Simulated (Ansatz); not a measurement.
The first iterations of a band of C$_{2}$H$_{2}$F$_{2}$O (7 atoms, charge 0, multiplicity 1).

Level of theory: RKS B3LYP-D4/def2-SVP in Ansatz 0.2.0.

| Quantity | Value |
| --- | --- |
| movable images | 5 |
| climbing image | yes |
| spring | 5.0 eV/Å² |
| optimiser | quadratic models (default) |
| start path | through a guess of the saddle point |
| force threshold | 0.05 eV/Å |
| iteration limit | 60 |
| end points | relaxed |

First end point:

```xyz
7
Properties=species:S:1:pos:R:3
O -1.365 0.328 0.437
C -0.012 0.326 0.262
C 0.602 -0.657 -0.398
F -0.002 -1.670 -0.986
F 1.918 -0.743 -0.506
H -1.681 1.240 0.423
H 0.602 1.107 0.722
```

Last end point:

```xyz
7
Properties=species:S:1:pos:R:3
O -1.365 0.328 0.438
C -0.012 0.327 0.262
C 0.602 -0.657 -0.398
F 1.918 -0.744 -0.506
F -0.002 -1.669 -0.987
H -1.681 1.240 0.421
H 0.602 1.106 0.723
```

| iteration | highest image above the first end (eV) | largest band force component (eV/Å) |
| --- | --- | --- |
| 1 | 47.538 | 151.377 |
| 2 | 31.438 | 68.595 |
| 3 | 12.020 | 33.164 |
| 4 | 5.755 | 16.850 |
| 5 | 2.657 | 7.590 |
| 6 | 2.768 | 3.582 |
| 7 | 3.185 | 2.005 |
| 8 | 4.165 | 1.663 |
| 9 | 4.364 | 0.823 |
| 10 | 4.301 | 1.426 |
| 11 | 4.281 | 1.595 |
| 12 | 4.206 | 0.707 |
| 13 | 4.149 | 0.642 |
| 14 | 4.115 | 0.994 |
| 15 | 4.265 | 0.985 |
| 16 | 4.392 | 1.369 |

**Question.** Does the band converge within its limit, and where does its top end?

**Answer.** It converged. It ended after 48 iterations with the highest image 3.469 eV above the first end. Neighbouring images differ by up to 2.7 eV, so the band resolves the path poorly. A vibrational analysis at the climbing image gives one clearly imaginary mode, 432i cm⁻¹: a first-order saddle point.

The run took 8.3 min on 1 thread of Arm Neoverse V2 (shared host), peak memory 0.16 GiB.
